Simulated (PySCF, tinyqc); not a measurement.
Starting guesses with plain Roothaan steps: SCF starting guesses in the sto-6g basis, for HF, spin multiplicity 1. Computed by the program tinyqc with PySCF. Command: `OMP_NUM_THREADS=1 python tinyqc.py 114269 114270 out.jsonl`; one thread of a shared host (Intel(R) Xeon(R) Processor @ 2.60GHz), about 0.8 s.

Geometry (angstrom):

| atom | x | y | z |
|---|---|---|---|
| F | 0.0000 | 0.0000 | 0.0000 |
| H | 0.0000 | 0.0000 | 1.7770 |

lowest restricted solution found by these runs and by PySCF = -99.247278 hartree

RHF with one setting changed at a time; a run stops when the energy changes by less than 1e-09 hartree and the error matrix is below 1e-5. Starts: the lowest orbitals of the core Hamiltonian, of the Wolfsberg-Helmholz matrix (K = 1.75), projected atomic densities, random orbitals, and the highest orbitals of the core Hamiltonian (a deliberately bad start).

Largest element of the error matrix X^T (FDS - SDF) X:

| iteration | core | Wolfsberg-Helmholz | atomic densities | random | highest core orbitals |
|---|---|---|---|---|---|
| 1 | 1.8e-01 | 2.4e-01 | 2.5e-01 | 2.4e+00 | 3.2e-01 |
| 2 | 4.5e-01 | 4.5e-01 | 3.8e-01 | 3.1e-01 | 2.1e-01 |
| 3 | 3.5e-01 | 3.2e-01 | 3.2e-01 | 2.4e-01 | 4.5e-01 |
| 4 | 2.6e-01 | 2.2e-01 | 1.9e-01 | 2.1e-01 | 3.4e-01 |
| 5 | 1.5e-01 | 1.3e-01 | 1.2e-01 | 1.1e-01 | 2.5e-01 |
| 6 | 9.1e-02 | 7.4e-02 | 6.7e-02 | 8.9e-02 | 1.4e-01 |
| 8 | 3.0e-02 | 2.4e-02 | 2.2e-02 | 3.3e-02 | 4.9e-02 |
| 10 | 9.7e-03 | 7.9e-03 | 7.2e-03 | 1.4e-02 | 1.6e-02 |
| 14 | 1.0e-03 | 8.4e-04 | 7.7e-04 | 6.8e-03 | 1.7e-03 |
| 20 | 3.6e-05 | 2.9e-05 | 2.7e-05 | 2.1e-03 | 6.0e-05 |
| 30 | - | - | - | 3.0e-04 | - |
| 45 | - | - | - | 1.6e-05 | - |

How each run ends:

| run | iterations | E (hartree) | state |
|---|---|---|---|
| core | 23 | -99.247278 | lowest found |
| Wolfsberg-Helmholz | 23 | -99.247278 | lowest found |
| atomic densities | 22 | -99.247278 | lowest found |
| random | 48 | -99.247278 | lowest found |
| highest core orbitals | 24 | -99.247278 | lowest found |

5 of 5 runs reach the lowest restricted solution found, in 22 to 48 iterations (fastest: atomic densities). The first errors are 2e-01, 2e-01, 2e-01, 2e+00, 3e-01. The restricted reference is unstable here: a spin-polarised solution lies 0.1425 hartree lower (PySCF), so results built on it describe a poor reference.
